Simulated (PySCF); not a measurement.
**Working out the electron affinity of Cl**

Cl- [Ar] (1S) → Cl [Ne] 3s2 3p5 (2P). All numbers are calculated (PySCF 2.14, the spin-free X2C one-electron Hamiltonian (Gaussian nucleus), in aug-cc-pVQZ-DK). Frozen: [Ne]. Energies in hartree (1 hartree = 27.21139 eV):

| part | Cl- (lower) | Cl (upper) |
| --- | --- | --- |
| UHF | -460.985123 | -460.898590 |
| MP2 opposite-spin | -0.172589 | -0.138069 |
| MP2 same-spin | -0.053671 | -0.038515 |

Task: What does Hartree-Fock give?

Result: (-460.898590) − (-460.985123) = 0.086533 hartree = 2.355 eV.

Task: What do MP2 and SCS-MP2 (6/5 opposite-spin, 1/3 same-spin) give?

Result: The opposite-spin parts differ by 0.939 eV and the same-spin parts by 0.412 eV. MP2: 2.355 + (0.939) + (0.412) = 3.706 eV. SCS-MP2: 2.355 + 1.2 × (0.939) + (0.412)/3 = 3.619 eV.

A first-order spin-orbit estimate adds -0.035 eV to MP2 (valence), giving 3.671 eV against 3.613 eV (measured; photodetachment measurements, as compiled on the Wikipedia data page of electron affinities).

What remains against the reference includes basis incompleteness, the frozen core and correlation beyond second order.
